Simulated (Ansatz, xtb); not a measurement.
# BH2NS: which of two isomers lies lower

We compare X, `N=BS`, a singlet, with Y, `NB=S`, a singlet. Both are isolated molecules in the gas phase, relaxed with B3LYP-D3(BJ)/def2-SVP; the shapes shown needn't be the lowest conformers.

X (Å):

```xyz
5

B    -0.2146   -0.1830    0.5089
N     0.4753   -1.1476    0.1329
S    -1.2341    1.2015    0.9785
H     1.0294   -1.9215   -0.1669
H    -0.7524    1.2588    2.2428
```

Y (Å):

```xyz
5

B     0.1082    0.9950    1.1104
N    -0.1919    0.3056   -0.0438
S     0.4630    1.8099    2.4748
H    -0.9293    0.5925   -0.6772
H     0.3066   -0.5297   -0.3283
```

Quicker runs give these differences E(Y) − E(X): GFN2-xTB −42.3 kJ/mol; HF/STO-3G −51.5 kJ/mol (at GFN2-xTB geometries); r2SCAN-D4/def2-SVP −94.8 kJ/mol (at GFN2-xTB geometries).

Problem. Estimate E(Y) − E(X) at the level CCSD(T)/def2-TZVPP.

Solution. Calculated at CCSD(T)/def2-TZVPP: E(Y) − E(X) = −84.3 kJ/mol, so structure Y lies lower.

How the difference moves with the method:

```
                level               geometry  E(Y) − E(X) (kJ/mol)  departure from the last row (kJ/mol)  job, with rough time for the two
             GFN2-xTB               GFN2-xTB                   −42.3                                 +42.0              optimisation, 0.18 s
            HF/STO-3G               GFN2-xTB                   −51.5                                 +32.8               single point, 0.2 s
   r2SCAN-D4/def2-SVP               GFN2-xTB                   −94.8                                 −10.4               single point, 2.4 s
B3LYP-D3(BJ)/def2-SVP  B3LYP-D3(BJ)/def2-SVP                   −86.9                                  −2.6                optimisation, 16 s
        HF/def2-TZVPP  B3LYP-D3(BJ)/def2-SVP                   −99.6                                 −15.3           part of the CCSD(T) run
       MP2/def2-TZVPP  B3LYP-D3(BJ)/def2-SVP                   −85.0                                  −0.7           part of the CCSD(T) run
   CCSD(T)/def2-TZVPP  B3LYP-D3(BJ)/def2-SVP                   −84.3                                                      single point, 25 s
```

As drawn, Y has 1 B–N, 1 B=S, 1 N–H in place of 1 B=N, 1 B–S, 1 S–H.

The levels shown agree on the order. The largest departure from CCSD(T)/def2-TZVPP is that of GFN2-xTB, 42.0 kJ/mol.

With harmonic frequencies from B3LYP-D3(BJ)/def2-SVP (ideal gas, rigid rotor, one conformer each, 298.15 K, 1 atm): on the last row, ΔE + ΔZPE = −75.7, ΔH = −76.1, ΔG = −73.7 kJ/mol.

The correlated steps freeze 7 core orbitals. Programs: Ansatz 0.2.0, xtb 6.7.1; the last row on 1 thread of Arm Neoverse V1 on a shared host.
